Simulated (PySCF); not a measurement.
# PS at r²SCAN

Level: r²SCAN. basis P x2c-SVPall, S x2c-SVPall; spin-free X2C with a Gaussian nucleus; PySCF 2.14.

For PS, the state is ²Π (doublet), unpaired electrons π ↑, the bond length is 1.915 Å and the harmonic wavenumber is 753 cm⁻¹. The force constant is 5.25 mdyn/Å, the rotational constant Be is 0.2921 cm⁻¹ and the anharmonicity ωexe is 2.72 cm⁻¹. The vibration–rotation constant αe is 0.00142 cm⁻¹, the well depth De to P + S is 4.34 eV and the dissociation energy D0 is 4.29 eV. The bond order (Mayer) is 2.29 and the dipole moment (positive dipole means P(−)S(+)) is -0.64 D.

The state was picked by a PBE0 search and need not be the measured ground state.
